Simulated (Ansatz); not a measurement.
Input for Ansatz (an electronic-structure program): U-CCSD(T)/cc-pVTZ on propyne (SMILES C#CC), a point of a bond scan (R = 2.442 Å).

Ansatz 0.2 input:
```yaml
crystal:
  periodic: [false, false, false]
  atoms:
    - {symbol: C, position_ang: [-1.21952000, -0.12580353, -0.15711415]}
    - {symbol: C, position_ang: [0.21519268, 0.02219890, 0.02772387]}
    - {symbol: C, position_ang: [1.39869570, 0.14428698, 0.18019786]}
    - {symbol: H, position_ang: [-1.44598792, -1.00663294, -0.76123089]}
    - {symbol: H, position_ang: [-1.63959773, 0.74635303, -0.66207238]}
    - {symbol: H, position_ang: [-1.72702684, -0.23618072, 0.80328101]}
    - {symbol: H, position_ang: [3.80842060, 0.39286997, 0.49064942]}
basis:
  gaussian:
    orbitals: cc-pVTZ
correlation: {method: ccsd_t, electrons: outside_noble_gas}
scf: {omitted_lower_state_checks: [cluster_reference]}
magnetization: {spin_polarized: true, initial_magnetization: 0}
```

The log:

```
WARN ansatz: RAYON_NUM_THREADS=1 ignored (pool sized by the plan → 1); use --threads N
Functional definition: HF
these checks for a lower state are left out or cut short: cluster_reference
integrals: 0.53 GiB planned
816 factors; integrals over basis functions are off by at most 1.2e-3 eV
mean field: 0.35 GiB planned
mean field evaluation 1: about -3141.7502 eV, gradient 2.4e1 eV
mean field evaluation 2: about -3141.7558 eV, gradient 2.4e1 eV
mean field evaluation 4: about -3146.6290 eV, gradient 3.5e0 eV
mean field evaluation 8: about -3146.7645 eV, gradient 3.6e-1 eV
mean field evaluation 16: about -3146.7660 eV, gradient 1.7e-4 eV
mean field evaluation 32: about -3149.4171 eV, gradient 1.3e-6 eV
mean field evaluation 64: about -3149.4171 eV, gradient 2.0e-6 eV
mean field evaluation 96: about -3149.4160 eV, gradient 9.5e-2 eV
mean field -3149.41714046 eV, -115.7389451602 hartree, gradient 4.7e-6 eV, S^2 1.228065; 9 other end points of the search recorded, 0 dependent functions left out
3 core orbitals not correlated
reference -3149.41714046 eV, -115.7389451602 hartree; 8, 8 occupied and 135, 135 virtual orbitals, 816 factors
second order -11.45802873 eV of doubles, -0.00000000 eV of singles
coupled cluster: 1.37 GiB planned
cycle   1  -11.83072923 eV  change   -3.7e-1 eV  update   1.0e-1
cycle   2  -12.30570007 eV  change   -4.7e-1 eV  update   5.0e-2
cycle   3  -12.53715526 eV  change   -2.3e-1 eV  update   3.7e-2
cycle   4  -12.58238397 eV  change   -4.5e-2 eV  update   1.8e-2
cycle   5  -12.59158689 eV  change   -9.2e-3 eV  update   9.1e-3
cycle   6  -12.60055112 eV  change   -9.0e-3 eV  update   7.5e-3
cycle   7  -12.61285569 eV  change   -1.2e-2 eV  update   6.6e-3
cycle   8  -12.63063080 eV  change   -1.8e-2 eV  update   5.3e-3
cycle   9  -12.64574078 eV  change   -1.5e-2 eV  update   3.5e-3
cycle  10  -12.65028368 eV  change   -4.5e-3 eV  update   1.7e-3
cycle  11  -12.65167271 eV  change   -1.4e-3 eV  update   7.5e-4
cycle  12  -12.65117029 eV  change    5.0e-4 eV  update   2.7e-4
cycle  13  -12.65108510 eV  change    8.5e-5 eV  update   8.9e-5
cycle  14  -12.65098177 eV  change    1.0e-4 eV  update   3.5e-5
cycle  15  -12.65092604 eV  change    5.6e-5 eV  update   1.8e-5
cycle  16  -12.65089375 eV  change    3.2e-5 eV  update   1.0e-5
cycle  17  -12.65087140 eV  change    2.2e-5 eV  update   5.5e-6
cycle  18  -12.65086372 eV  change    7.7e-6 eV  update   2.6e-6
cycle  19  -12.65086130 eV  change    2.4e-6 eV  update   1.6e-6
coupled cluster: 1.38 GiB planned
perturbative correction -0.64868765 eV, -0.0238388314 hartree
WARN: the results are in doubt because among natural orbitals full CI differs from the method by -0.185 eV
Total energy: -3162.71668941 eV, -116.2276945693 hartree
In doubt: among natural orbitals full CI differs from the method by -0.185 eV
Checks for a lower state left out: cluster_reference
```

The calculation finished and met its thresholds. Its determinant has ⟨S²⟩ = 1.23, a mixture of spin states.

Warnings raised: large difference.

Cost: roughly 70 core-seconds.
